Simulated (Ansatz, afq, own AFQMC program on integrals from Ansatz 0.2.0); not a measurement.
## Where AFQMC and coupled cluster stand for SiH3O, doublet

```yaml
atoms:
  - { symbol: O, position_ang: [-1.7345, 0.0118, 0.0000] }
  - { symbol: H, position_ang: [-1.9838, 0.9384, 0.0000] }
  - { symbol: H, position_ang: [-0.5675, 0.0118, 0.0000] }
  - { symbol: Si, position_ang: [1.0285, 0.0118, 0.0000] }
  - { symbol: H, position_ang: [1.4249, -1.4677, 0.0000] }
```

Connectivity, by distances: OH ··· SiH, 1 bridging H.

Basis cc-pVTZ. Only valence electrons are correlated. AFQMC by an in-house program on the Cholesky factors that Ansatz 0.2.0 writes for its CCSD(T) run. The CISD trial takes its coefficients from CCSD amplitudes. Released means that phaseless walkers are propagated on without the constraint, phases kept. Error bars are statistical, one sigma.

Determinant: UHF, the one that the program's search chose, which needn't be the lowest solution. The geometry is a point of a scan.

No full CI on the walks' own integrals is used here. The released AFQMC energy serves as the reference, which it does only where one determinant dominates, the energy is flat over the last release times and near the phaseless one (40 meV or 2 meV an electron, half that with transition metals). On small molecules, where full CI could be run and the noise was under 10 meV, such values lay within 10 meV of it in 19 cases of 20, a flattering rate, since the rule was set on those same cases; what remains of the bias isn't in the error bar.

Cautions: an unrestricted solution with more broken spin lies lower (42 meV, ⟨S²⟩ 1.05); unrestricted determinant slightly spin contaminated (⟨S²⟩ 0.80 against 0.75); the released value is read at 0.99 1/Eh, later times being too noisy (meV from the phaseless value at times in 1/Eh: -11 ± 7 at 0.24, -15 ± 7 at 0.51, -17 ± 7 at 0.99, 395 ± 408 at 1.62, -24 ± 15 at 2.40).

- T1 diagnostic: 0.0232
- weight of the determinant in the CISD state: 0.850
- ⟨S²⟩ of the determinant: 0.802
- size of the correlated space: 13 electrons in 100 orbitals

```
  level  correlation energy (eV)
    MP2                  -9.8068
   CCSD                 -10.5829
CCSD(T)                 -10.9725
```

(1) Estimate where phaseless AFQMC with a CISD trial lies against CCSD(T) on the same integrals.

(1) 0.65 ± 0.16 kcal/mol below CCSD(T).

Reference: AFQMC with the constraint released, correlation energy -11.018 ± 0.007 eV.

| level | E − E(reference) (kcal/mol) | share of correlation (%) |
| --- | --- | --- |
| CCSD(T) | 1.05 ± 0.17 | 99.59 |
| ph-AFQMC/HF | 0.45 ± 0.64 | 99.82 |
| ph-AFQMC/CISD | 0.40 ± 0.24 | 99.84 |

A walk keeps the symmetry of its determinant, which the program's search chose and which needn't be the lowest solution, so a lower state of the same spin and another symmetry isn't excluded. Released energies are given only where the last usable release times agree within the noise; a slower fall can still hide under it.
